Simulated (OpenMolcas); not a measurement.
## A ladder of methods for BHCl2 (SMILES [H]B(Cl)Cl)

BHCl2 has 4 atoms, charge 0, and is taken as a singlet. As SMILES, `[H]B(Cl)Cl`. Geometry: relaxed at GFN2-xTB.

```xyz
4

B    -0.0673   -0.1124    0.0012
Cl    1.6334   -0.1458    0.0126
Cl   -0.8935    1.3753   -0.0175
H    -0.6726   -1.1172    0.0037
```

Quantity: the energy change with the B1–Cl2 bond stretched from 1.701 to 2.977 Å, in eV. The values are calculated.

| level | kind | program | value (eV) | less FCI/STO-3G |
| --- | --- | --- | --- | --- |
| SVWN5/STO-3G (restricted) | LDA | OpenMolcas | 4.87 | +0.57 |
| PBE/STO-3G (restricted) | GGA | OpenMolcas | 4.46 | +0.16 |
| r2SCAN/STO-3G (restricted) | meta-GGA | OpenMolcas | 4.69 | +0.39 |
| M06-2X/STO-3G (restricted) | hybrid meta-GGA | OpenMolcas | 5.22 | +0.92 |
| B2PLYP/STO-3G (restricted) | double hybrid | OpenMolcas | 4.78 | +0.48 |
| MP2/STO-3G (restricted) | perturbation theory | OpenMolcas | 5.04 | +0.74 |
| CISD/STO-3G (restricted) | coupled cluster or CI | OpenMolcas | 4.56 | +0.26 |
| FCI/STO-3G | exact in the basis | OpenMolcas | 4.30 | 0.00 |

FCI/STO-3G is exact within its basis and frozen core, so for wave-function methods in that basis the difference is their error; functionals converge differently with the basis, so for them it is only a difference. The first shape isn't each level's own minimum. The values span 4.30 to 5.22 eV. All rows use very small basis sets, so even the best lies far from the true value.
